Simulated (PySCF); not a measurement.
# SF4: NMR shifts, electronic excitations and K edges in gas and solvents, part 2 of 2

PySCF 2.14.0. Atoms count from 0. Earlier steps stand in the parts before.

## 6. Ultraviolet spectrum: PBE0/def2-SVPD in cyclohexane

Job settings and geometry (Å):

```
{"job": {"kind": "uv", "xc": "PBE0", "basis": "def2-SVPD", "solvent": "cyclohexane", "nstates": 6, "ntriplets": 0}, "charge": 0, "multiplicity": 1}
F     -0.381973    -1.188440     0.498196
S      0.142682    -0.023169    -0.433159
F      0.058670     1.216539     0.544445
F      1.655378    -0.311822     0.180455
F     -1.439869     0.273017    -0.830121
```

Level: TDDFT PBE0/def2-SVPD, vertical, IEF-PCM cyclohexane (non-equilibrium linear response), core orbitals frozen in the response.

What it wrote:

```text
coarse grid: 5968 points
cycle   1  E = -796.3088065511  dE =  9.226e-01  |g| = 9.673e-01  |ddm| = 2.637e+00
cycle   2  E = -796.0194464428  dE =  2.894e-01  |g| = 1.646e+00  |ddm| = 1.963e+00
cycle   3  E = -796.4831996107  dE = -4.638e-01  |g| = 1.142e-01  |ddm| = 1.172e+00
cycle   4  E = -796.4847106871  dE = -1.511e-03  |g| = 6.691e-02  |ddm| = 1.256e-01
cycle   5  E = -796.4854074302  dE = -6.967e-04  |g| = 1.462e-02  |ddm| = 4.980e-02
cycle   6  E = -796.4854429915  dE = -3.556e-05  |g| = 8.237e-04  |ddm| = 1.052e-02
cycle   7  E = -796.4854432084  dE = -2.169e-07  |g| = 2.488e-04  |ddm| = 1.603e-03
final grid: 58168 points
cycle   8  E = -796.5695275410  dE = -1.277e-05  |g| = 1.904e-03  |ddm| = 2.295e-02
cycle   9  E = -796.5695277213  dE = -1.803e-07  |g| = 1.663e-03  |ddm| = 3.002e-03
cycle  10  E = -796.5695281971  dE = -4.758e-07  |g| = 5.945e-04  |ddm| = 1.766e-03
cycle  11  E = -796.5695282535  dE = -5.632e-08  |g| = 6.703e-05  |ddm| = 4.015e-04
cycle  12  E = -796.5695282543  dE = -8.015e-10  |g| = 4.145e-05  |ddm| = 9.660e-05
cycle  13  E = -796.5695282545  dE = -2.731e-10  |g| = 5.014e-06  |ddm| = 2.954e-05
converged SCF energy = -796.5695282545

Static polarisability (au): isotropic 31.222, principal 25.961 30.311 37.394

Singlet excitations
state   eV       nm        f      main configurations
  1   6.4753    191.5   0.05118   H->L 0.99
  2   7.9657    155.6   0.04617   H->L+1 0.97
  3   8.0012    155.0   0.00595   H-1->L 0.49, H-2->L 0.49
  4   8.0035    154.9   0.00583   H-2->L 0.51, H-1->L 0.47
  5   8.6043    144.1   0.00186   H-4->L 0.99
  6   8.7213    142.2   0.00027   H-3->L 0.94
```

It took 6 s on 1 thread of Arm Neoverse V1, shared host; peak memory 0.5 GiB.

This run: HOMO -10.15 eV, LUMO -2.34 eV; lowest singlet 6.48 eV.

## 7. TDDFT and polarisability: PBE0/def2-SVPD in tetrahydrofuran

Job settings and geometry (Å):

```
{"job": {"kind": "uv", "xc": "PBE0", "basis": "def2-SVPD", "solvent": "tetrahydrofuran", "nstates": 6, "ntriplets": 0}, "charge": 0, "multiplicity": 1}
F     -0.381973    -1.188440     0.498196
S      0.142682    -0.023169    -0.433159
F      0.058670     1.216539     0.544445
F      1.655378    -0.311822     0.180455
F     -1.439869     0.273017    -0.830121
```

Level: TDDFT PBE0/def2-SVPD, vertical, IEF-PCM tetrahydrofuran (non-equilibrium linear response), core orbitals frozen in the response.

What it wrote:

```text
coarse grid: 5968 points
cycle   1  E = -796.3144110058  dE =  9.171e-01  |g| = 9.584e-01  |ddm| = 2.638e+00
cycle   2  E = -796.0531412657  dE =  2.613e-01  |g| = 1.590e+00  |ddm| = 1.937e+00
cycle   3  E = -796.4852962123  dE = -4.322e-01  |g| = 1.096e-01  |ddm| = 1.141e+00
cycle   4  E = -796.4867291898  dE = -1.433e-03  |g| = 6.186e-02  |ddm| = 1.195e-01
cycle   5  E = -796.4873196489  dE = -5.905e-04  |g| = 1.440e-02  |ddm| = 4.656e-02
cycle   6  E = -796.4873537835  dE = -3.413e-05  |g| = 7.105e-04  |ddm| = 1.027e-02
cycle   7  E = -796.4873539499  dE = -1.664e-07  |g| = 2.114e-04  |ddm| = 1.438e-03
final grid: 58168 points
cycle   8  E = -796.5714448879  dE = -1.280e-05  |g| = 1.870e-03  |ddm| = 2.305e-02
cycle   9  E = -796.5714450969  dE = -2.091e-07  |g| = 1.590e-03  |ddm| = 2.925e-03
cycle  10  E = -796.5714455291  dE = -4.322e-07  |g| = 5.731e-04  |ddm| = 1.717e-03
cycle  11  E = -796.5714455814  dE = -5.231e-08  |g| = 6.861e-05  |ddm| = 3.941e-04
cycle  12  E = -796.5714455823  dE = -9.184e-10  |g| = 3.687e-05  |ddm| = 1.006e-04
cycle  13  E = -796.5714455826  dE = -2.228e-10  |g| = 5.452e-06  |ddm| = 2.753e-05
converged SCF energy = -796.5714455826

Static polarisability (au): isotropic 34.123, principal 28.287 33.157 40.926

Singlet excitations
state   eV       nm        f      main configurations
  1   6.5499    189.3   0.05219   H->L 0.98
  2   7.9793    155.4   0.04556   H->L+1 0.97
  3   8.0928    153.2   0.01045   H-1->L 0.93
  4   8.0988    153.1   0.00037   H-2->L 0.96
  5   8.7027    142.5   0.00177   H-4->L 0.99
  6   8.8163    140.6   0.00040   H-3->L 0.94
```

It took 5.7 s on 1 thread of Arm Neoverse V1, shared host; peak memory 0.5 GiB.

In short: HOMO -10.07 eV, LUMO -2.20 eV; lowest singlet 6.55 eV.

## 8. Core excitations: BHandHLYP/def2-SVPD+aug-pcX-1

Job settings and geometry (Å):

```
{"job": {"kind": "xas", "xc": "BHandHLYP", "basis": {"default": "aug-pcX-1", "H": "pcseg-1", "S": "def2-SVPD"}}, "charge": 0, "multiplicity": 1}
F     -0.381973    -1.188440     0.498196
S      0.142682    -0.023169    -0.433159
F      0.058670     1.216539     0.544445
F      1.655378    -0.311822     0.180455
F     -1.439869     0.273017    -0.830121
```

With the program's defaults for keys left out, this is: core-valence-separated TDA BHandHLYP/aug-pcX-1 H:pcseg-1 S:def2-SVPD, K edges, non-relativistic, gas phase.

What it wrote:

```text
coarse grid: 5968 points
cycle   1  E = -796.9422051292  dE =  8.645e-01  |g| = 1.023e+00  |ddm| = 2.521e+00
cycle   2  E = -796.8578130429  dE =  8.439e-02  |g| = 1.332e+00  |ddm| = 1.597e+00
cycle   3  E = -797.1301210922  dE = -2.723e-01  |g| = 7.656e-02  |ddm| = 8.090e-01
cycle   4  E = -797.1309518649  dE = -8.308e-04  |g| = 3.666e-02  |ddm| = 8.147e-02
cycle   5  E = -797.1311447599  dE = -1.929e-04  |g| = 1.464e-02  |ddm| = 3.076e-02
cycle   6  E = -797.1311786763  dE = -3.392e-05  |g| = 1.438e-03  |ddm| = 8.870e-03
cycle   7  E = -797.1311803167  dE = -1.640e-06  |g| = 2.654e-04  |ddm| = 5.195e-03
final grid: 58168 points
cycle   8  E = -797.1513421854  dE = -6.400e-05  |g| = 2.953e-03  |ddm| = 8.687e-03
cycle   9  E = -797.1513419890  dE =  1.964e-07  |g| = 2.608e-03  |ddm| = 2.542e-03
cycle  10  E = -797.1513428798  dE = -8.909e-07  |g| = 4.698e-04  |ddm| = 1.575e-03
cycle  11  E = -797.1513429117  dE = -3.186e-08  |g| = 3.088e-05  |ddm| = 2.842e-04
cycle  12  E = -797.1513429119  dE = -2.517e-10  |g| = 1.252e-05  |ddm| = 3.701e-05
converged SCF energy = -797.1513429119

F K edge
   eV          f      from atoms
  683.496   0.04024   F0
  683.502   0.04132   F2
  683.653   0.00510   F4
  683.657   0.00942   F3
  684.141   0.03747   F4
  684.150   0.03019   F3
  686.508   0.02138   F0
  686.510   0.00719   F2
  686.661   0.00630   F3
  686.661   0.00674   F4
  687.291   0.00652   F4
  687.294   0.00477   F3
  688.640   0.00243   F4
  688.643   0.00210   F3
  688.783   0.00150   F4
  688.787   0.00232   F3
  689.231   0.00265   F4
  689.233   0.00229   F3
  689.235   0.00342   F0
  689.238   0.00363   F2
```

It took 4.2 s on 1 thread of Arm Neoverse V1, shared host; peak memory 0.59 GiB.

## 9. Run by run: NMR shifts

Shifts (ppm), means over like atoms, with basis size and wall time:

```tsv
run	F3	F0	S1	functions	time
PBE0/pcSseg-1 in cyclohexane	101.7	59.3	498	92	3.9 s
PBE0/pcSseg-1 in tetrahydrofuran	96.9	58.6	496	92	3.2 s
```

The continuum's effect on the ground state:

```tsv
solvent	ε	polarisation energy (Eh)	μ (D)
cyclohexane	2.02	-0.0021	1.02
tetrahydrofuran	7.43	-0.0046	1.11
```

## 10. Comparing the runs: electronic excitations

Excitations and ground-state properties, with basis size and wall time:

```tsv
run	lowest singlet (eV)	brightest (eV)	f	gap (eV)	α (Å³)	μ (D)	functions	time
PBE0/def2-SVPD	6.45	6.45	0.042	7.75	4.26	0.83	119	8.9 s
PBE0/def2-SVPD in cyclohexane	6.48	6.48	0.051	7.81	4.63	0.91	119	6 s
PBE0/def2-SVPD in tetrahydrofuran	6.55	6.55	0.052	7.87	5.06	1.02	119	5.7 s
```

The continuum's effect on the ground state:

```tsv
solvent	ε	polarisation energy (Eh)	μ (D)
cyclohexane	2.02	-0.0018	0.91
tetrahydrofuran	7.43	-0.0039	1.02
```

## 11. What came out

This closing draws on all 2 parts.

```
                                                                              quantity                                                  value
                                                                           point group                                                    C2v
                                                  rotational constants (main isotopes)                                   6.41, 4.01, 3.14 GHz
19F shifts against CFCl3 (PBE0/pcSseg-1, cyclohexane, means over atoms taken as alike)                                        101.7, 59.3 ppm
                                   33S shifts against CS2 (PBE0/pcSseg-1, cyclohexane)                                                498 ppm
                                                       lowest singlet (PBE0/def2-SVPD)                            6.45 eV (192 nm), f = 0.042
                                                 surface potential, 1st and 99th percentile                                     -0.58 V and 1.97 V
                                                                              F K edge  first line 683.50 eV, strongest 683.50 eV (f = 0.041)
                                                              range of the shift of F3                                      96.9 to 101.7 ppm
                                                           range of the lowest singlet                                        6.45 to 6.55 eV
```

**Reading.** Relaxing lowered the energy by 0.209 eV in 7 steps; the close pair that moved most is S1–F3, from 1.729 to 1.658 Å. At PBE0/pcSseg-1: Shielding is most anisotropic at S1 (span 420 ppm, paramagnetic term -1041 ppm). The first singlet state (HOMO→LUMO 0.98) lies at 6.45 eV and is weak. The dipole moment, 0.83 D, compares with 0.63 D measured (one conformer here). By nearest atom (PBE0/def2-SVPD), the HOMO sits on S1 38 %; F3, F4 about 27 % each and the LUMO on S1 62 %; F0, F2 about 14 % each. Absolute edge energies from this method are off by several eV; spacings are better. In ppm, F3 (with its like atoms) moves most: its shift spreads over 4.8 ppm, from 96.9 (PBE0/pcSseg-1 in tetrahydrofuran) to 101.7 (PBE0/pcSseg-1 in cyclohexane). The continuum holds electrostatics alone: no hydrogen bonds to the solvent, and the gas-phase geometry is kept. The lowest singlet runs from 6.45 eV (PBE0/def2-SVPD) to 6.55 eV (PBE0/def2-SVPD in tetrahydrofuran), while the orbital gap spans 7.75 to 7.87 eV. The lowest state need not be the same one in every run.
